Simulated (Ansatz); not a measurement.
**PH3+ (doublet): wave-function methods side by side, def2-QZVPP**

An exercise on one series of results from a longer session: the logs are not shown, and one member is left open.

Method: def2-QZVPP, core rule «outside noble gas», up to 5 orbitals frozen; program: Ansatz 0.2.0, Gaussian basis.

The runs, in order: UHF; ROHF; CCSD(T) on UHF.

## The geometry

The geometry is a PBE0/def2-TZVP stationary point (not a proven minimum).

4 atoms, charge 1, spin multiplicity 2.

Atoms are counted from 1 here; the program's logs count them from 0.

Bond lengths: P1–H2 1.405 Å, P1–H3 1.405 Å, P1–H4 1.405 Å. Angles: H2–P1–H3 113.3°, H2–P1–H4 113.3°, H3–P1–H4 113.3°.

Coordinates:

```xyz
4
H3P
P     0.0001    0.0000   -0.0329
H     1.3541    0.0145    0.3407
H    -0.6904    1.1668    0.3342
H    -0.6661   -1.1799    0.3374
```

Set-up of the first run:

File in.yaml:

```yaml
crystal:
  periodic: [false, false, false]
  atoms:
    - {symbol: P, position_ang: [0.000079, -0.000045, -0.032941]}
    - {symbol: H, position_ang: [1.354052, 0.014506, 0.340675]}
    - {symbol: H, position_ang: [-0.690409, 1.166785, 0.334178]}
    - {symbol: H, position_ang: [-0.666085, -1.179917, 0.337423]}
basis:
  gaussian: {orbitals: "def2-QZVPP.json"}
total_charge: 1
magnetization: {spin_polarized: true, initial_magnetization: 1}
hamiltonian: {xc: hf}
output: {orbitals: {seedname: orbitals}}
```

The run is started by

```bash
ansatz run in.yaml --threads 1 --pin off --events-out ev --progress --plain --max-ram 2393MiB
```

Among the steps run: UHF; ROHF; CCSD(T) on UHF.

One of the session's tables, all rows but one given; the rest of the session is left out.

```
  method  from UCCSD(T) (meV)
    ROHF              +4700.7
     UHF              +4622.1
    UMP2               +815.6
   UCCSD                    ?
UCCSD(T)                    0
```

**Question.** Estimate the row for UCCSD.

**Answer.** from UCCSD(T) (meV): +131.6. In the column «from UCCSD(T) (meV)» it lies between UCCSD(T) (0) and UMP2 (+815.6).
